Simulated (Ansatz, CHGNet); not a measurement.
For graphite, the machine-learned potential CHGNet 0.3.0 (trained on PBE and PBE+U data) gives:

```
Quantity                           Value
------------------------------  --------
lattice constant a               2.467 Å
lattice parameter c              7.684 Å
elastic constant C11             843 GPa
elastic constant C44            3.12 GPa
Voigt–Reuss–Hill shear modulus  83.3 GPa
```

Problem. What does r²SCAN+rVV10 (Ansatz, a quantum-chemistry and plane-wave program, PAW) give for the same quantities?

Solution. 
- lattice constant a: 2.455 Å (shrinks by 0.5 %)
- lattice parameter c: 6.678 Å (falls by 13 %)
- elastic constant C11: 1106 GPa (increases by 31 %)
- elastic constant C44: 4.65 GPa (goes up by 49 %)
- Voigt–Reuss–Hill shear modulus: 121 GPa (goes up by 45 %)

For comparison: lattice constant a 2.461 Å (measured, 300 K, no zero-point or thermal correction, our sources range from 2.456 to 2.461; as tabulated in Wikipedia's data pages); lattice parameter c 6.67 Å (measured, low temperature, zero-point motion not removed; as tabulated in Berland et al. (2010), arXiv:1007.3305); elastic constant C11 1109 ± 16 GPa (measured, temperature not stated, not corrected to a static lattice; as tabulated in Savini et al. (2010), arXiv:1008.3639); elastic constant C44 5 ± 3 GPa (measured, temperature not stated, no zero-point or thermal correction, our sources range from 4.00 to 5.05; as tabulated in Savini et al. (2010), arXiv:1008.3639).

Changes are worked out from the printed values.

Unless a cell is named, each level is at its own relaxed cell (CHGNet 0.3.0 10.13, r²SCAN+rVV10 8.72 Å³/atom).

Ansatz's density-functional and Hartree–Fock values are scalar-relativistic unless marked +SOC, with PAW data made under PBE.
